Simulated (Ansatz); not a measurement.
Energy needed to pull apart CH₅NSi (SMILES C[SiH]=N), closed shell, into free ground-state atoms, from the structure below (displaced at random from a GFN2-xTB minimum); no zero-point or spin–orbit terms; open-shell atoms are treated unrestricted, in their ground-state multiplicity.

```tsv
atom	x (Å)	y (Å)	z (Å)
C1	-0.6966	0.8221	-0.4478
Si2	0.6968	-0.2881	0.1961
N3	0.1816	-1.6999	0.8223
H4	-1.2482	0.3358	-1.2527
H5	-0.3148	1.7622	-0.8545
H6	-1.4285	1.0241	0.3462
H7	1.9479	0.3971	0.0016
H8	0.8047	-2.3731	1.2342
```

Computed with Ansatz 0.2.0 (basis: def2-TZVPP); correlated methods freeze the cores.

| method | atomization energy (eV) |
| --- | --- |
| SPW92 | 32.28 |
| PBE-D4 | 28.93 |
| r2SCAN-D4 | ? |
| PBE0-D4 | 28.30 |
| wB97X-V | ? |
| wB97M-V | 28.52 |
| HF | 19.83 |
| MP2 | 27.88 |
| CCSD | 27.13 |
| CCSD(T) | 27.61 |

What does wB97X-V give? (Judge from chemistry; the value comes from the calculation.)

Computed: 28.48 eV, which is about 0.87 eV more than CCSD(T)/def2-TZVPP.

What does r2SCAN-D4 give? (Judge from chemistry; the value comes from the calculation.)

Computed: 28.39 eV, which is about 0.78 eV more than CCSD(T)/def2-TZVPP.

In triple zeta the MP2 and coupled-cluster atomization energies are still short of their basis limit by a few kcal/mol a bond, whereas those of the functionals are nearly converged, so these differences are not deviations from converged CCSD(T).

T1 diagnostic: at most 0.018.

For scale, one of the runs: CCSD(T)/def2-TZVPP forces, 174 basis functions (an equivalent command: `ansatz run in.yaml --threads 4`). The run took 74 s on 4 CPU threads (shared host), with 2.9 GiB of host memory at its peak.
